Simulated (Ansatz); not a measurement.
Ansatz (a program for electronic structure) input (CCSD(T)/cc-pwCVTZ): A basis named .json is the Basis Set Exchange file of that set (core-valence sets with the plain set on hydrogen).

Ansatz 0.2 input:
```yaml
crystal:
  periodic: [false, false, false]
  atoms:
    - {symbol: H, position_ang: [-0.00000000, -0.00000000, -0.37201156]}
    - {symbol: H, position_ang: [0.00000000, 0.00000000, 0.37201156]}
basis:
  gaussian:
    orbitals: cc-pwCVTZ.json
magnetization: {spin_polarized: false}
correlation: {method: ccsd_t, frozen_orbitals: {H: 0}}
```

Output:

```
Functional definition: HF
integrals: 0.00 GiB planned
145 factors; integrals over basis functions are off by at most 7.3e-4 eV
mean field: 0.04 GiB planned
mean field evaluation 1: about -30.7506 eV, gradient 3.7e0 eV
mean field evaluation 2: about -30.7488 eV, gradient 3.6e0 eV
mean field evaluation 4: about -30.8286 eV, gradient 5.9e-2 eV
mean field evaluation 8: about -30.8285 eV, gradient 1.8e-7 eV
mean field -30.82846004 eV, -1.1329250102 hartree, gradient 4.3e-7 eV, S^2 0.000000; 0 other end points of the search recorded, 0 dependent functions left out
reference -30.82846004 eV, -1.1329250102 hartree; 1, 1 occupied and 27, 27 virtual orbitals, 145 factors
second order -0.86235084 eV of doubles, -0.00000000 eV of singles
coupled cluster: 0.05 GiB planned
cycle   1  -1.00684395 eV  change   -1.4e-1 eV  update   2.6e-2
cycle   2  -1.07130711 eV  change   -6.4e-2 eV  update   9.0e-3
cycle   3  -1.07249811 eV  change   -1.2e-3 eV  update   1.1e-3
cycle   4  -1.07245162 eV  change    4.6e-5 eV  update   1.4e-4
cycle   5  -1.07240665 eV  change    4.5e-5 eV  update   1.6e-5
cycle   6  -1.07241386 eV  change   -7.2e-6 eV  update   2.7e-6
cycle   7  -1.07241330 eV  change    5.6e-7 eV  update   4.1e-7
perturbative correction 0.00000000 eV, 0.0000000000 hartree
Total energy: -31.90087334 eV, -1.1723354719 hartree
```
